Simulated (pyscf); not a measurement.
PySCF, gas phase, ωB97X-D3(BJ)/def2-SVP geometries. Correlated levels are frozen-core, on RHF or UHF. ΔMP2 is the change of the MP2 total energy from the triple- to the quadruple-zeta basis.

**Question.** HF (SMILES F) + [F–In–F]• (SMILES [F][In][F]) -> F–In(F)–F (SMILES [F][In]([F])[F]) + H• (SMILES [H])
Surface: doublet. Broken: F–H. Formed: F–In. Give ΔE‡ and ΔE from CCSD(T)/def2-TZVPP + ΔMP2(QZVPP), relative to the separated reactants.

**Answer.** ΔE‡ = 203.6 kJ/mol, ΔE = +152.6 kJ/mol. Zero-point energy shifts the barrier by -18.0 kJ/mol. It is an atom transfer, with an imaginary mode of 1578i cm⁻¹. On the reactant side the descent ends in an adduct with a F–In contact (not fully relaxed), 57.5 kJ/mol under the separated species and 245.2 kJ/mol under the saddle at ωB97X-D3(BJ)/def2-TZVP. What is counted as formed (F–In) is already present as a longer contact in the reactant adduct; forming that adduct is a step of its own. At ωB97X-D3(BJ) the barrier from the zero used here is 187.7 kJ/mol. One saddle was located; it need not be the lowest between these sides. The angle at the transferred F is 180°. The CCSD(T) − MP2 part came from Ansatz, without density fitting, on the same reference. The frozen core leaves the outer d or s,p core shells of the metals and heavy elements correlated in the MP2 and CC values, and def2-TZVPP describes them poorly, which can shift differences by a few kcal/mol. Elements past Kr carry the def2 core potentials, without spin-orbit coupling.
